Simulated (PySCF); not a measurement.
## Identify the compound

Molecular formula: C$_{3}$H$_{5}$N$_{3}$. Simulated spectra:

1H NMR (500 MHz, computed): δ 7.85 (s, 2H), 3.57 (s, 3H).

13C{1H} NMR (computed): δ 147.1 (CH, 2C), 31.6 (CH3).

Computational details: B97-2/pcSseg-2 with gauge-including orbitals, B3LYP/pcJ-1 coupling constants (spin–dipole term only in couplings to heteroatoms), PBE0-D3(BJ)/def2-SVP structure, in PySCF (gas phase, one computed conformer, non-relativistic, fast rotation and ring inversion assumed for equivalent nuclei).

Shifts are taken against calculated references (same method and geometry level): 1H (31.36 ppm), 13C (183.46 ppm) against TMS.

Problem. Propose a structure and justify it.

Solution. 
Rings plus π bonds: 3 (1 ring in the answer). 2 carbon signals for 3 carbons: some carbons are equivalent by symmetry or fast rotation. Carbon types of the structure: 2 × CH, 1 × CH3, which accounts for all hydrogens. δC 147.1: aromatic CH between two ring heteroatoms. δC 31.6: methyl carbon bonded to N; deshielded by the electronegative neighbour. δH 7.85: hydrogen on an aromatic CH between two ring heteroatoms; ring-current deshielding. δH 3.57: hydrogen on a methyl carbon bonded to N; its carbon carries N, an electronegative neighbour.

Structure: SMILES Cn1cnnc1.

This is the structure that produced the data.

Shifts are as computed. Against solution values, carbons near 30 ppm lie about +4 ppm off and those near 130 ppm about +7 ppm. Of 1211 compounds with measured shifts, 218 miss one by over three times the rms of a fit or turn the order of signals round; such compounds aren't used in these exercises.
